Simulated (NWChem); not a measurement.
# BH3 (borane) at 5 levels

Aim: a comparison of 5 runs (HF/STO-3G, HF/3-21G, B3LYP/6-31G*, CR-CCSD(T)/def2-TZVPPD) of BH3 (borane). 

The results are computed with NWChem 7.3.0.

**1. The structure to begin with**

The species is BH3 (4 atoms), meant as a singlet with charge 0. As SMILES, `B`. The coordinates come from a PBE0-D4/def2-TZVP relaxation.

Bond lengths: B1–H2 1.193 Å, B1–H3 1.193 Å, B1–H4 1.193 Å. Angles: H2–B1–H3 120.0°, H2–B1–H4 120.0°, H3–B1–H4 120.0°.

**2. Energy and forces at HF/STO-3G (run 1)**

Contents of work.nw:

```
start work
title "BH3 hf"
memory 2200 mb
charge 0

geometry units angstroms noautosym nocenter noautoz
   B        0.013900      -0.015100      -0.005100
   H        0.982200       0.381700       0.568800
   H       -0.276200      -1.171800       0.043000
   H       -0.664400       0.744900      -0.626900
end

basis spherical bse
   B library STO-3G
   H library STO-3G
end

scf
   nopen 0
   rhf
   thresh 1e-08
   maxiter 80
end

task scf gradient
```

The run is started by

```bash
$ nwchem work.nw > work.out
```

The program printed:

```text
[...]
  functions       =     8
[...]
  wavefunction    = RHF
[...]
         Total SCF energy =    -26.068587571262
      One-electron energy =    -48.966670919350
      Two-electron energy =     15.479244575945
 Nuclear repulsion energy =      7.418838772143
        Time for solution =      0.0s
[...]
                         RHF ENERGY GRADIENTS
    atom               coordinates                        gradient
                 x          y          z           x          y          z
   1 B       0.026267  -0.028535  -0.009638    0.000001   0.000001  -0.000032
   2 H       1.856089   0.721308   1.074876    0.017653   0.007245   0.010469
   3 H      -0.521942  -2.214381   0.081258   -0.005297  -0.021096   0.000882
   4 H      -1.255534   1.407657  -1.184669   -0.012357   0.013851  -0.011320
[...]
```

It took 0.6 s on 1 thread of Intel Xeon Platinum 8488C (Sapphire Rapids), shared host; peak memory 0.099 GiB.

**3. Energy and gradient at HF/3-21G (run 2)**

Contents of nw.xyz:

```xyz
4
BH3 gradient
B      0.013900    -0.015100    -0.005100
H      0.982200     0.381700     0.568800
H     -0.276200    -1.171800     0.043000
H     -0.664400     0.744900    -0.626900
```

Contents of run.py:

```python
from ase.io import read
from ase.calculators.nwchem import NWChem

molecule = read('nw.xyz')

calc = NWChem(
    label='nw',
    theory='scf',
    memory='2200 mb',
    basis='3-21G',
    basispar='spherical bse',
    scf={'nopen': '0', 'rhf': None, 'thresh': '1e-08', 'maxiter': '80'},
)
molecule.calc = calc

forces = molecule.get_forces()
print("Total energy (eV):", round(molecule.get_potential_energy(), 6))
print("forces (eV/A):")
for s, f in zip(molecule.symbols, forces):
    print(f"{s:2s} {f[0]:10.5f} {f[1]:10.5f} {f[2]:10.5f}")
print("dipole (e A):", molecule.get_dipole_moment().round(4))
```

The run is started by

```bash
$ export ASE_NWCHEM_COMMAND="nwchem PREFIX.nwi > PREFIX.nwo"
$ python run.py
```

The program printed:

```text
Total energy (eV): -713.952011
forces (eV/A):
B    -0.00005   -0.00010    0.00123
H    -0.12367   -0.05116   -0.07358
H     0.03744    0.14815   -0.00638
H     0.08629   -0.09688    0.07873
dipole (e A): [ 0. -0. -0.]
```

The calculator wrote nw.nwi:

```
title "nw"

permanent_dir nw

scratch_dir nw

start nw

geometry units angstrom nocenter noautosym noautoz
  B  1.3899999999999999e-02 -1.5100000000000001e-02 -5.1000000000000004e-03
  H  9.8219999999999996e-01 3.8169999999999998e-01 5.6879999999999997e-01
  H  -2.7620000000000000e-01 -1.1718000000000000e+00 4.2999999999999997e-02
  H  -6.6439999999999999e-01 7.4490000000000001e-01 -6.2690000000000001e-01
end

memory 2200 mb

basis spherical bse noprint
   * library 3-21G
end

scf
  nopen 0
  rhf
  thresh 1e-08
  maxiter 80
end

task scf gradient
```

nw.nwo, cut to the lines that bear on the results:

```text
[...]
      One-electron energy =    -48.753687028441
[... 1 line left out ...]
 Nuclear repulsion energy =      7.418838772143
[... 22 lines left out ...]
                       ROHF Final Molecular Orbital Analysis
[... 137 lines left out ...]
     1   1 0 0      0.000035      0.000000      0.209949
[...]
  wavefunction    =   RHF
                         RHF ENERGY GRADIENTS
    atom               coordinates                        gradient
                 x          y          z           x          y          z
   1 B       0.026267  -0.028535  -0.009638    0.000001   0.000002  -0.000024
   2 H       1.856089   0.721308   1.074876    0.002405   0.000995   0.001431
   3 H      -0.521942  -2.214381   0.081258   -0.000728  -0.002881   0.000124
   4 H      -1.255534   1.407657  -1.184669   -0.001678   0.001884  -0.001531
[...]
```

Run time: 1.1 s. Hardware: 1 thread of Intel Xeon Platinum 8488C (Sapphire Rapids), shared host; peak memory 0.099 GiB.

Runs 3 to 4 aren't shown in full; the table further down has their settings and results.

**4. The energy at CR-CCSD(T)/def2-TZVPPD (run 5)**

Contents of job.nw:

```
start job
title "BH3 energy"
memory stack 330 mb heap 110 mb global 1760 mb

geometry units angstroms noautosym nocenter noautoz
   B      0.013900    -0.015100    -0.005100
   H      0.982200     0.381700     0.568800
   H     -0.276200    -1.171800     0.043000
   H     -0.664400     0.744900    -0.626900
end

basis spherical bse
   B library def2-TZVPPD
   H library def2-TZVPPD
end

scf
   thresh 1e-08
   maxiter 80
end

tce
   scf
   cr-ccsd(t)
   freeze core 1
   maxiter 60
   2eorb
   2emet 13
end

task tce energy
```

The run is started by

```bash
$ nwchem job.nw > job.out
```

The program printed:

```text
[...]
  functions       =    88
[...]
  wavefunction    = RHF
[...]
         Total SCF energy =    -26.400655885119
      One-electron energy =    -49.015485611689
      Two-electron energy =     15.195990954427
 Nuclear repulsion energy =      7.418838772143
        Time for solution =      4.6s
[...]
         Wavefunction type : Restricted Hartree-Fock
          No. of electrons :     8
[...]
         Spin multiplicity : singlet
[...]
 CCSD total energy / hartree       =       -26.536007902378319
[...]
 CR-CCSD[T] total energy / hartree       =       -26.538357095708847
[...]
 CR-CCSD(T) total energy / hartree       =       -26.538309277041428
[...]
```

Wall time 26 s (1 thread of Intel Xeon Platinum 8488C (Sapphire Rapids), shared host); peak memory 0.44 GiB.

**5. The series**

| run | level | iteration cap | module | energy (Eh) | dipole moment (D) | HOMO energy (eV) | LUMO energy (eV) | wall time |
| --- | --- | --- | --- | --- | --- | --- | --- | --- |
| 1 | HF/STO-3G | 80 | scf | -26.068588 | 0.00 | -12.56 | 6.52 | 0.6 s |
| 2 | HF/3-21G | 80 | scf | -26.237253 | 0.00 | -13.57 | 2.09 | 1.1 s |
| 3 | B3LYP/6-31G* (spherical functions) | 100 | dft | -26.612408 | 0.00 | -9.57 | -1.78 | 3.3 s |
| 4 | B3LYP/6-31G* (Cartesian functions) | 100 | dft | -26.613000 | 0.00 | – | – | 2.8 s |
| 5 | CR-CCSD(T)/def2-TZVPPD | 80 | tce | -26.538309 | – | -13.55 | 1.31 | 26 s |

**6. Outcome**

| quantity | value |
| --- | --- |
| run 5: total energy | -26.53831 Eh |
| run 5: HOMO energy (Hartree–Fock orbitals) | -13.55 eV |
| run 5: LUMO energy (Hartree–Fock orbitals) | 1.31 eV |
| run 5: HOMO–LUMO gap (Hartree–Fock orbitals) | 14.85 eV |
| run 5: correlation energy (1 core orbital frozen) | -137.7 mEh |

In words: Over runs 1, 2, 3 the HOMO–LUMO gap runs from 7.78 eV (B3LYP/6-31G*) to 19.08 eV (HF/STO-3G). The two ends differ in method and basis. In run 1 the basis is minimal, so the values are rough. All runs together took 34 s, the longest 26 s.
